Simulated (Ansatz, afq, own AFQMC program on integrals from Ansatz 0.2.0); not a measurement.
## AFQMC, coupled cluster and functionals along a coordinate of AlNH2, singlet

```yaml
atoms:
  - { symbol: Al, position_ang: [0.0000, 0.0000, 0.6968] }
  - { symbol: N, position_ang: [0.0000, 0.0000, -1.0992] }
  - { symbol: H, position_ang: [0.0000, 0.8223, -1.6887] }
  - { symbol: H, position_ang: [0.0000, -0.8223, -1.6887] }
```

All coordinates are scaled about the centre. Energies in kJ/mol count from this geometry (1.000) at the same level; the start stands on RHF, each point on the determinant named.

Basis cc-pVDZ. Only valence electrons are correlated. AFQMC by an in-house program on the Cholesky factors that Ansatz 0.2.0 writes for its CCSD(T) run. ph-AFQMC/CISD is guided by a CISD state made of CCSD amplitudes; releasing the constraint for a short imaginary time cuts its bias at the price of noise, slowly where states lie close. Uncertainties: one standard error, sampling alone.

Cautions, each for one point or more: CCSDT(Q) on the RHF determinant differs, perhaps since the unrestricted series falls towards higher spin; an unrestricted solution with more broken spin lies lower; cluster runs in doubt by the program's own checks; higher spins were not checked; raised T1 diagnostic; released walk and highest rung disagree; restricted determinant unstable towards unrestricted; strong correlation; the ph-AFQMC/CISD walk drifts between its halves; the search met a lower determinant of the same kind, perhaps of another symmetry, and this one is a saddle point; unrestricted determinant spin contaminated; walk and cluster series may follow different spin states.

```tsv
scale of all distances	det.	T1	weight	⟨S²⟩	CCSD(T)	ph-AFQMC/CISD	released AFQMC	CCSDT(Q)	B2PLYP	B3LYP
0.870	RHF	0.012	0.89	pure	226.3	229.2 ± 1.7	226.9 ± 2.2*	227.0	216.1	215.6
1.125	RHF	0.024	0.86	pure	67.5	67.0 ± 2.4	66.8 ± 2.7*	66.4	71.6	69.5
1.314	RHF	0.044	0.82	pure	339.2	330.8 ± 4.5	334.5 ± 4.9*	334.6	345.9	338.1
1.784	UHF†¶	0.071	0.68	1.05	888.3	910.5 ± 3.8	889.7 ± 7.0*	883.9	–	–
1.994	UHF†¶	0.048	0.80	2.74	983.5	967.0 ± 2.4	957.3 ± 4.0*	970.0	1032.1§	1009.7§
2.419	UHF†¶	0.015	0.89	2.95	1037.3	1028.4 ± 1.8	1026.9 ± 2.7*	1032.2	1094.2§	1104.0§
```

Weight is that of the determinant in the CISD state; at the start T1 is 0.017 and the weight 0.88. ¶ marks points with a poor determinant and no full CI, where no value is sure; they don't count among the departures. An asterisk marks released energies that aren't shown to be converged. A dagger marks points whose determinant fills other symmetries than the start's, so the wave-function levels may follow another state there, or a degenerate partner. A dash marks a missing value, a released energy that hasn't settled or a functional that sits on another state. § marks a functional whose ⟨S²⟩ is too high by over 0.1. Largest departures from phaseless AFQMC with a CISD trial: CCSD(T) 8.4 kJ/mol at 1.314 (on RHF) (within the noise), CCSDT(Q) 3.9 kJ/mol at 1.314 (on RHF) (within the noise), B2PLYP 15.2 kJ/mol at 1.314, B3LYP -13.6 kJ/mol at 0.870. The walk's constraint bias lies outside its error bars, so these are departures and not errors. Functionals count only at points shown to share the start's state and spin. In this small basis the wave-function levels are far from their limit, so their gap to the functionals isn't the functionals' error.

Some points may be missing: those where a free walk finds a much lower state, and past Zn most of those on another determinant than at the start.

CCSDT and higher add their correlation energy to the determinant of the CCSD(T) run, since their own runs factorise the integrals more tightly (a shift of under 2 meV). A walk keeps the symmetry of its determinant, which the program's search chose and which needn't be the lowest solution, so a lower state of the same spin and another symmetry isn't excluded.
